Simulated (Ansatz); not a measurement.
Species: CHO₂, charge 0, doublet. CHO2 (SMILES [O]C=O, doublet).
B3LYP-D3(BJ)/def2-TZVP minimum from Ansatz (an electronic-structure program):
```xyz
4

O     -1.0889    -0.4412    -0.0122
C     -0.0503     0.2004     0.0018
O      1.1682     0.1247     0.0094
H     -0.3333     1.3291     0.0118
```
Charge 0, spin multiplicity 2.

Total energies in cc-pVDZ, 17 correlated electrons, 3 frozen orbitals. Radicals and triplets start from unrestricted determinants; spin-orbit coupling is neglected. Correlated methods leave the cores frozen. No relativity. The UHF reference of CHO2 ([O]C=O, doublet) is spin-contaminated (<S^2> up to 0.04 over the pure value in the sets run). The determinant of CHO2 ([O]C=O, doublet) is a saddle point of the SCF energy; a lower one exists, which strains HF and MP2.

| method | program | energy (Eh) | minus CCSDT(Q) (mEh) |
|---|---|---|---|
| HF | Ansatz | -188.09811 | 531.27 |
| MP2 | Ansatz | -188.60213 | 27.25 |
| CCSD | Ansatz | -188.60425 | 25.13 |
| CCSD(T) | Ansatz | -188.62526 | 4.12 |
| CCSDT(Q) | Ansatz | -188.62938 | 0.00 |

Rough core times of Ansatz's runs on a shared machine: CCSD(T) under 20 s, CCSDT(Q) 2 min.
